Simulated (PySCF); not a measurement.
# Excitation energies in several basis sets

Compound: 1,2-dichloropropane, C₃H₆Cl₂.
SMILES: `C[C@@H](Cl)CCl`

TDDFT with PBE0 (PySCF), vertical singlets, core orbitals frozen in the response, spherical d and f functions. One conformer (not necessarily the lowest) at the PBE0-D3(BJ)/def2-SVP geometry, without solvent, vibrations or thermal averaging.

Problem. How do the low singlets change with the basis? Take 6-31G*, def2-SVP, def2-SVPD and def2-TZVP.

Solution. 

```tsv
basis	functions	diffuse	S1 (eV)	S2 (eV)	S3 (eV)	S4 (eV)	S5 (eV)	LUMO (eV)	α (au)
6-31G*	90	no	7.27	7.34	7.43	7.73	8.45	0.35	51.4
def2-SVP	108	no	7.45	7.51	7.62	7.91	8.48	0.69	50.9
def2-SVPD	162	yes	7.11	7.18	7.24	7.53	7.97	-0.05	66.9
def2-TZVP	203	no	7.18	7.26	7.34	7.61	8.18	0.25	61.2
```

States are compared by their number. Against the only diffuse basis here (def2-SVPD, itself not a converged limit), sets without diffuse functions differ by up to 0.35 eV in S1 and 0.50 eV in S5. State by state, the largest deviation of a set without diffuse functions is S1 0.35, S2 0.33, S3 0.37, S4 0.39, S5 0.50 eV. The same number needn't mean the same state in each row. Against def2-SVPD the polarisability deviates by -23% in 6-31G*, -24% in def2-SVP, -9% in def2-TZVP.
